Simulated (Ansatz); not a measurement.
Cuprite Cu₂O, treated with LDA in Ansatz (plane waves, PAW).

Total energies, extrapolated to zero smearing (they compare only within this program, potentials and cutoff; free atoms with spin allowed, lowest state found):

| system | energy (eV/atom) |
|---|---|
| cuprite Cu₂O, relaxed | -4555.1063 |
| free Cu atom | -6551.1607 |
| free O atom | -548.5492 |

Work out the cohesive energy per atom.

E_coh = [2 × (-6551.1607) + 1 × (-548.5492)]/3 − (-4555.1063) = 4.82 eV/atom. The reference value is 3.79 ± 0.03 eV/atom (worked out here from tabulated enthalpies at 298 K, copied from a table, unchecked, brought to a static lattice with a Debye model, atoms in their spin–orbit ground levels; inputs from the CRC Handbook), a difference of +1.03 eV/atom.

The PAW data were made under PBE.

Ansatz is a program for electronic structure.
